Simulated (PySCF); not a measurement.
Geometry:
```tsv
atom	x (Å)	y (Å)	z (Å)
Al1	-0.137	-0.229	-0.789
C2	0.214	0.369	1.251
O3	0.401	0.674	2.317
H4	1.393	-0.576	-1.098
H5	-0.729	1.177	-1.263
H6	-1.143	-1.415	-0.418
```

Geometry: PBE0-D3(BJ)/def2-SVP; GIAO absolute shieldings from PySCF 2.14.0 with density-fitted response routines, gas phase, non-relativistic, averaged over equivalent atoms.

At PBE0/pcSseg-1 (pcSseg-2 on Al) (92 basis functions, 4.5 s wall time on 1 thread of an x86-64 server CPU, shared host):
```tsv
atoms	σ (ppm)
Al1	468.2
C2	-9.6
O3	-88.0
H4/H5/H6	27.43
```

Predict the values at PBE/pcSseg-1 (pcSseg-2 on Al) on the same geometry.

## Answers


| atoms | σ at PBE/pcSseg-1 (pcSseg-2 on Al) | change |
| --- | --- | --- |
| Al1 | 466.5 | -1.7 |
| C2 | -10.8 | -1.2 |
| O3 | -91.9 | -3.9 |
| H4/H5/H6 | 27.25 | -0.18 |

The largest change is at O3 (oxygen bonded to C). Cost: 92 basis functions, 4 s wall time on 1 thread of an x86-64 server CPU, shared host.
